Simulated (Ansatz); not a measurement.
**Basis or method: As–H bond energy of AsH2**

AsH2, doublet; coordinates (Å): As 0.000 -0.028 0.000; H 0.000 1.044 -1.086; H 0.000 1.044 1.086. Quantity: As–H bond energy, to AsH (triplet) + H.

Ansatz 0.2.0, basis aug-cc-pVDZ or cc-pVTZ; geometries are PBE0/def2-TZVP minima. Wave-function levels freeze the cores with the filled d shells of p-block atoms; HF, MP2 and coupled cluster are restricted for singlets and unrestricted otherwise, atoms included (their steps beyond CCSDT(Q) come from restricted open-shell runs), restricted open-shell where a d shell is frozen, Kohn–Sham unrestricted where that lies lower. The reference is CCSDT(Q) or full CI (coupled cluster only where its series has nearly closed). Semilocal and hybrid functionals correlate all electrons outside any core potential and usually lie nearer their basis limit than the reference, so part of their error here is the reference's basis and frozen-core error; RPA and the MP2 part of double hybrids freeze the same cores as the reference. None of these values is a measured one. Energies are electronic, without zero-point terms. No spin–orbit coupling and no scalar relativity. The species are chosen: bound, without strong static correlation by their natural occupations or amplitudes, in their lowest spin state as far as vertical gaps and like structures tell, without the heavier p-block dimers whose ³Σ⁻ and ³Π states nearly coincide, and with a ladder that closes on the reference, so errors are smaller than for species at large; levels whose determinant breaks symmetry or spin markedly are left out.

```
    level  aug-cc-pVDZ (kcal/mol)  cc-pVTZ (kcal/mol)
reference          68.2 (full CI)     71.0 (CCSDT(Q))
     CCSD                    67.4                70.3
  CCSD(T)                    68.1                70.9
    CCSDT                    68.1                70.9
      PBE                    71.7                72.6
   r2SCAN                    72.1                73.1
    B3LYP                    73.1                74.2
  RPA-PBE                    68.0                70.7
```

From aug-cc-pVDZ to cc-pVTZ the reference moves by 2.8 kcal/mol and PBE by 0.9; the step from CCSD(T) to the reference is 0.1 in the first and 0.1 in the last.
